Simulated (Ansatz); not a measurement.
**Molecular dynamics of AlH5O2**

Input:

```yaml
crystal:
  periodic: [false, false, false]
  atoms:
    - { symbol: Al, position_ang: [-0.085009, 0.19822, 0.020322] }
    - { symbol: H, position_ang: [0.042426, 0.049446, 1.790355] }
    - { symbol: H, position_ang: [1.24718, -0.204136, -0.740265] }
    - { symbol: O, position_ang: [-1.702298, -0.217382, -0.498609] }
    - { symbol: H, position_ang: [-1.891002, -0.911997, -1.145065] }
    - { symbol: O, position_ang: [-0.21324, 1.970755, 0.723726] }
    - { symbol: H, position_ang: [-1.102545, 2.372523, 0.709487] }
    - { symbol: H, position_ang: [-0.127713, 1.103271, 1.604749] }
basis:
  gaussian: { orbitals: def2-SVPD }
hamiltonian:
  xc: revpbe
  dispersion: d4
md:
  timestep: 0.5
  n_steps: 200
  ensemble: nve
  temperature: 300.0
  initial_velocities: maxwell_boltzmann
  seed: 3405
```

Command:

```bash
$ ansatz run input.yaml --threads 2 --pin off --max-ram 3072MiB --backend cpu --events-out ev --progress --plain --runs-dir out
```

It starts at the highest image of a converged band, a first-order saddle point between two minima.

Output, in part (step lines, the closing report, with atoms numbered from 0):

```
md step     0: t =     0.00 fs  T =   300.0 K  F+E_penalty+E_count = -10766.33164019 eV  E_kin = 0.232668 eV  conserved = -10766.09897219 eV  (27 SCF iters)
[... lines left out ...]
Total energy: -10766.86206990 eV, -395.6748830275 hartree
Atom 0 at    -0.198593     0.501442    -0.008631 Å, force     0.394914    -1.585162    -0.072015 eV/Å
Atom 1 at     0.035984    -3.688099     5.583735 Å, force    -0.465791     1.819116    -0.489073 eV/Å
Atom 2 at     1.273659    -0.329395     0.227676 Å, force    -1.084818     0.626867    -0.178912 eV/Å
Atom 3 at    -1.648414    -0.370330    -0.524586 Å, force     0.361338     0.523726     0.288365 eV/Å
Atom 4 at    -1.970968    -1.271965    -0.365005 Å, force     0.319495     0.201742    -0.023941 eV/Å
Atom 5 at    -0.121611     2.184388     0.208278 Å, force     0.052619     0.568067     0.135571 eV/Å
Atom 6 at    -0.647718     2.978717     0.376979 Å, force    -0.043561    -0.335571    -0.148649 eV/Å
Atom 7 at     0.208156    -4.359804     5.764374 Å, force     0.465803    -1.818785     0.488655 eV/Å
Dipole moment:    -0.183515    -0.028606     0.137832 e Å
```

The steps, from the saved trajectory:

```json
{"time (fs)": "0", "T (K)": "300", "potential energy less start (eV)": "0.000", "conserved less start (meV/atom)": "0.00"}
{"time (fs)": "3", "T (K)": "185", "potential energy less start (eV)": "0.090", "conserved less start (meV/atom)": "0.14"}
{"time (fs)": "6", "T (K)": "237", "potential energy less start (eV)": "0.049", "conserved less start (meV/atom)": "0.12"}
{"time (fs)": "9", "T (K)": "371", "potential energy less start (eV)": "-0.055", "conserved less start (meV/atom)": "0.00"}
{"time (fs)": "12", "T (K)": "422", "potential energy less start (eV)": "-0.093", "conserved less start (meV/atom)": "0.16"}
{"time (fs)": "15", "T (K)": "718", "potential energy less start (eV)": "-0.323", "conserved less start (meV/atom)": "0.10"}
{"time (fs)": "18", "T (K)": "1022", "potential energy less start (eV)": "-0.560", "conserved less start (meV/atom)": "-0.01"}
{"time (fs)": "21", "T (K)": "1091", "potential energy less start (eV)": "-0.612", "conserved less start (meV/atom)": "0.17"}
{"time (fs)": "24", "T (K)": "1192", "potential energy less start (eV)": "-0.691", "conserved less start (meV/atom)": "0.06"}
{"time (fs)": "27", "T (K)": "1139", "potential energy less start (eV)": "-0.651", "conserved less start (meV/atom)": "-0.05"}
{"time (fs)": "30", "T (K)": "974", "potential energy less start (eV)": "-0.522", "conserved less start (meV/atom)": "0.07"}
{"time (fs)": "33", "T (K)": "989", "potential energy less start (eV)": "-0.533", "conserved less start (meV/atom)": "0.17"}
{"time (fs)": "36", "T (K)": "1142", "potential energy less start (eV)": "-0.653", "conserved less start (meV/atom)": "-0.07"}
{"time (fs)": "39", "T (K)": "1157", "potential energy less start (eV)": "-0.665", "conserved less start (meV/atom)": "-0.08"}
{"time (fs)": "42", "T (K)": "1140", "potential energy less start (eV)": "-0.651", "conserved less start (meV/atom)": "0.08"}
{"time (fs)": "45", "T (K)": "1011", "potential energy less start (eV)": "-0.550", "conserved less start (meV/atom)": "0.21"}
{"time (fs)": "48", "T (K)": "957", "potential energy less start (eV)": "-0.509", "conserved less start (meV/atom)": "0.06"}
{"time (fs)": "51", "T (K)": "1060", "potential energy less start (eV)": "-0.590", "conserved less start (meV/atom)": "-0.05"}
{"time (fs)": "54", "T (K)": "1078", "potential energy less start (eV)": "-0.603", "conserved less start (meV/atom)": "0.03"}
{"time (fs)": "57", "T (K)": "1081", "potential energy less start (eV)": "-0.605", "conserved less start (meV/atom)": "0.13"}
{"time (fs)": "60", "T (K)": "1192", "potential energy less start (eV)": "-0.692", "conserved less start (meV/atom)": "-0.02"}
{"time (fs)": "63", "T (K)": "1076", "potential energy less start (eV)": "-0.602", "conserved less start (meV/atom)": "-0.01"}
{"time (fs)": "66", "T (K)": "958", "potential energy less start (eV)": "-0.510", "conserved less start (meV/atom)": "0.04"}
{"time (fs)": "69", "T (K)": "942", "potential energy less start (eV)": "-0.497", "conserved less start (meV/atom)": "0.14"}
{"time (fs)": "72", "T (K)": "887", "potential energy less start (eV)": "-0.454", "conserved less start (meV/atom)": "0.15"}
{"time (fs)": "75", "T (K)": "962", "potential energy less start (eV)": "-0.514", "conserved less start (meV/atom)": "-0.08"}
{"time (fs)": "78", "T (K)": "1061", "potential energy less start (eV)": "-0.591", "conserved less start (meV/atom)": "-0.14"}
{"time (fs)": "81", "T (K)": "890", "potential energy less start (eV)": "-0.456", "conserved less start (meV/atom)": "0.17"}
{"time (fs)": "84", "T (K)": "826", "potential energy less start (eV)": "-0.406", "conserved less start (meV/atom)": "0.17"}
{"time (fs)": "87", "T (K)": "889", "potential energy less start (eV)": "-0.457", "conserved less start (meV/atom)": "-0.03"}
{"time (fs)": "90", "T (K)": "867", "potential energy less start (eV)": "-0.439", "conserved less start (meV/atom)": "0.01"}
{"time (fs)": "93", "T (K)": "947", "potential energy less start (eV)": "-0.501", "conserved less start (meV/atom)": "0.08"}
{"time (fs)": "96", "T (K)": "1067", "potential energy less start (eV)": "-0.594", "conserved less start (meV/atom)": "0.06"}
{"time (fs)": "99", "T (K)": "1029", "potential energy less start (eV)": "-0.565", "conserved less start (meV/atom)": "0.02"}
```

The run went to its last step. The conserved energy stayed within 0.23 meV per atom of its start (net change 0.18 meV per atom), so the integration is sound. The kinetic energy rose, since the run started high on the potential surface and went downhill. It ends in pieces (AlH3O2 + H2), so much of that is their flight and rotation, not heat. A run of 0.1 ps of so small a system gives no equilibrium averages. The orbitals stay closed-shell, which can raise the energy where a bond breaks towards radicals; this wasn't checked here.

Between its relaxed ends the band would form H2–H8 and break Al1–H2, O6–H8. These pairs go: H2–H8 1.08 → 0.72 Å, Al1–H2 1.78 → 6.99 Å, O6–H8 1.24 → 8.59 Å. In the last frame they stand as after the step (other bonds may differ from the relaxed reactants and products). Also parted: Al1–H8 1.83 → 7.56 Å. It ends as AlH3O2 + H2. Pairs count as bonded within 1.25 times the sum of covalent radii (0.12 Å more for H–H).

Last frame:

```xyz
8
Properties=species:S:1:pos:R:3
Al -0.199 0.501 -0.009
H 0.036 -3.688 5.584
H 1.274 -0.329 0.228
O -1.648 -0.370 -0.525
H -1.971 -1.272 -0.365
O -0.122 2.184 0.208
H -0.648 2.979 0.377
H 0.208 -4.360 5.764
```

Time of the run: 5 min on 2 threads of Arm Neoverse V1 (shared host), peak memory 0.12 GiB.
